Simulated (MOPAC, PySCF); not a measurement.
Cl4Si, SMILES `Cl[Si](Cl)(Cl)Cl`, neutral singlet in the gas phase. 

Cartesian coordinates (Å):
```xyz
5

Cl     1.5900     0.0059    -1.2544
Si     0.0000     0.0000     0.0000
Cl    -0.5454     1.9074     0.4075
Cl     0.5018    -0.9412     1.7217
Cl    -1.5464    -0.9721    -0.8748
```
Charge 0, multiplicity 1.

All levels are single points at this geometry (r2SCAN-D4/def2-TZVP); Pople sets use spherical d functions. Orbital energies aren't observables, and empty levels follow the basis.

| level | HOMO (eV) | LUMO (eV) | gap (eV) | dipole (D) | vertical IE, Delta-SCF (eV) |
|---|---|---|---|---|---|
| r2SCAN-D4/def2-TZVP in PySCF | -8.50 | -1.26 | 7.23 | 0.00 | – |
| B3LYP/3-21G in PySCF | -9.77 | -1.88 | 7.89 | 0.00 | – |
| BP86/6-31G* in PySCF | -8.30 | -1.89 | 6.41 | 0.00 | – |
| M06-2X/6-31G* in PySCF | -11.01 | 0.13 | 11.14 | 0.00 | – |
| HF/3-21G in PySCF | -13.68 | 2.02 | 15.71 | 0.00 | – |
| PM7 in MOPAC | -12.00 | -2.01 | 9.99 | 0.00 | – |
